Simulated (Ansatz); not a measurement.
# NH4+ with CH4: structure and interaction energy

Aim: relax the pair, then compute its interaction energy with counterpoise at many levels, up to CCSD(T).

Program: Ansatz 0.2.0, Gaussian basis. Level of theory: PBE0-D4 structure, single points in def2-TZVPPD. These are calculated values, not measurements.

Levels: PBE-D4, revPBE-D4, BLYP-D4, r2SCAN-D4, B97M-V, PBE0-D4, B3LYP-D4, HSE06-D4, wB97X-V, wB97M-V, B2PLYP, Hartree-Fock, MP2, CCSD, CCSD(T). The reference is CCSD(T) extrapolated to the basis limit.

Cores are frozen in the correlated methods. B3LYP uses VWN-RPA correlation. B2PLYP carries no dispersion term here.

176 further runs of the same task are left out: 176 set aside as unsound or not needed.

## Step 1: The system as given

The pair, from a GFN2-xTB docking trial: 10 atoms, charge 1, spin multiplicity 1.

Atoms are counted from 1 here; the program's logs count them from 0.

Bond lengths: N1–H2 1.027 Å, N1–H3 1.025 Å, N1–H4 1.052 Å, N1–H5 1.025 Å, C6–H7 1.085 Å, C6–H8 1.086 Å, C6–H9 1.085 Å, C6–H10 1.086 Å. Angles: H2–N1–H3 109.2°, H2–N1–H4 109.5°, H2–N1–H5 109.5°, H3–N1–H4 110.0°, H3–N1–H5 109.2°, H4–N1–H5 109.4°, H7–C6–H8 106.3°, H7–C6–H9 106.4°, H7–C6–H10 106.9°, H8–C6–H9 112.9°, H8–C6–H10 111.9°, H9–C6–H10 111.9°.

As a file:

```xyz
10
CH8N
N    -0.0302   -0.0845   -1.5526
H    -0.4472    0.7725   -1.9349
H    -0.5560   -0.8968   -1.8920
H    -0.0596   -0.0510   -0.5018
H     0.9438   -0.1592   -1.8629
C     0.0311    0.0825    1.5171
H    -0.0507    0.1040    2.5990
H    -0.7033    0.7890    1.1410
H    -0.1731   -0.9399    1.2153
H     1.0452    0.3832    1.2717
```

Atoms 1 to 5 are fragment A (NH4+), the rest fragment B (CH4).

## Step 2: A first relaxation in a small basis

File pre/in.yaml:

```yaml
crystal:
  periodic: [false, false, false]
  atoms:
    - {symbol: N, position_ang: [-0.030200, -0.084500, -1.552600]}
    - {symbol: H, position_ang: [-0.447200, 0.772500, -1.934900]}
    - {symbol: H, position_ang: [-0.556000, -0.896800, -1.892000]}
    - {symbol: H, position_ang: [-0.059600, -0.051000, -0.501800]}
    - {symbol: H, position_ang: [0.943800, -0.159200, -1.862900]}
    - {symbol: C, position_ang: [0.031100, 0.082500, 1.517100]}
    - {symbol: H, position_ang: [-0.050700, 0.104000, 2.599000]}
    - {symbol: H, position_ang: [-0.703300, 0.789000, 1.141000]}
    - {symbol: H, position_ang: [-0.173100, -0.939900, 1.215300]}
    - {symbol: H, position_ang: [1.045200, 0.383200, 1.271700]}
basis:
  gaussian: {orbitals: def2-SVP}
total_charge: 1
hamiltonian: {xc: pbe, dispersion: d4}
relax: {f_tol: 0.03, max_steps: 250}
```

Launch:

```sh
ansatz run in.yaml --threads 2 --pin off --events-out ev --progress --plain --max-ram 5222MiB
```

Further steps of the session: Relaxation at PBE0-D4; PBE-D4/def2-TZVPPD; r2SCAN-D4/def2-TZVPPD; PBE0-D4/def2-TZVPPD; B3LYP-D4/def2-TZVPPD; wB97X-V/def2-TZVPPD; wB97M-V/def2-TZVPPD; B2PLYP/def2-TZVPPD; BLYP-D4/def2-TZVPPD; revPBE-D4/def2-TZVPPD; B97M-V/def2-TZVPPD; HSE06-D4/def2-TZVPPD; CCSD(T)/def2-TZVPPD; MP2/def2-QZVPPD; Vibrations of the pair.

Before running it: what results should come out? Wanted: interaction energy, CCSD(T)/CBS; of it Hartree-Fock; D4 term of PBE0-D4; shortest contact; lowest wavenumber.

The runs gave:

```
                        quantity           value
 interaction energy, CCSD(T)/CBS  -5.71 kcal/mol
of it Hartree-Fock (basis limit)  -2.93 kcal/mol
              D4 term of PBE0-D4  -0.52 kcal/mol
                shortest contact    H4–H8 2.04 Å
               lowest wavenumber         42 cm⁻¹
```

The pair is bound by 5.71 kcal/mol at fixed fragment shapes. Hartree-Fock gives 51 % of it, so electrostatics and correlation both count. The functionals run from wB97X-V, off by -0.01 kcal/mol, to PBE-D4, off by -1.05 kcal/mol, against CCSD(T)/CBS. By rung, the mean size of the error is: GGA 0.44, meta-GGA 0.38, hybrid 0.38, screened hybrid 0.64, range-separated hybrid 0.07, double hybrid 0.53 kcal/mol. PBE-D4 gives an interaction energy 1.05 kcal/mol too low, an error of 18 % of the reference. CCSD(T) moves by -0.37 kcal/mol from triple zeta to the limit; gaps between functionals far smaller than that don't rank them. A lower arrangement may exist.
